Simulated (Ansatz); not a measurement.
# Structure relaxation of RuRh2

Theory: Ansatz, DFT PBE, scalar-relativistic, plane waves, PAW. Cutoff 420 eV, Γ-centred k mesh, Gaussian smearing, no spin polarisation in the final step.

RuRh2 was placed on the tetragonal zirconia structure type (P4_2/nmc, No. 137), with Ru in place of Zr, Rh in place of O, at a guessed volume.

```xyz
6
Lattice="3.8559 0.0000 0.0000 0.0000 3.8559 0.0000 0.0000 0.0000 5.5510" Properties=species:S:1:pos:R:3 pbc="T T T"
Ru    0.0000    0.0000    0.0000
Ru    1.9279    1.9279    2.7755
Rh    0.0000    1.9279    1.1269
Rh    0.0000    1.9279    3.9023
Rh    1.9279    0.0000    1.6486
Rh    1.9279    0.0000    4.4241
```

Cell and atoms relax at zero pressure; the relaxation can't lower the symmetry of the start. After a coarse first stage the cell is made exact in the group found at 0.06 Å.

The zero of energy is the elements' standard structures at the same level; no fitted shifts are applied.

Problem. Which crystal results?

Solution. It ends in I4/mmm (No. 139). Conventional cell: a = 3.787 Å, c = 6.931 Å. Ru is coordinated by 8 Rh at 2.57 Å; Rh has 4 Ru at 2.57 Å and 4 Rh at 2.68 Å.

```cif
data_structure
_symmetry_space_group_name_H-M 'I4/mmm'
_symmetry_Int_Tables_number 139
_cell_length_a 3.7866
_cell_length_b 3.7866
_cell_length_c 6.9307
_cell_angle_alpha 90.000
_cell_angle_beta 90.000
_cell_angle_gamma 90.000
_cell_volume 99.38
loop_
_atom_site_label
_atom_site_type_symbol
_atom_site_symmetry_multiplicity
_atom_site_Wyckoff_symbol
_atom_site_fract_x
_atom_site_fract_y
_atom_site_fract_z
_atom_site_occupancy
Ru1 Ru 2 a 0.00000 0.00000 0.00000 1
Rh1 Rh 4 d 0.00000 0.50000 0.25000 1
```

Problem. What are its volume, energy, density and gap?

Solution. The volume per atom is 16.56 Å³. The density is 10.26 g/cm³, the energy over the elements is 0.61 eV/atom and the gap on the 16×16×16 mesh is 0 eV (a metal).

The final run used a 16×16×16 mesh on its 3-atom cell and 0.10 eV smearing. The k mesh leaves about 4 meV/atom of noise in metals. A structure relaxed within its symmetry needn't be a true minimum.

Cost: 3 runs of about 5.4 core-minutes in all, on Intel Xeon Platinum 8259CL (Skylake/Cascade Lake) (shared hosts).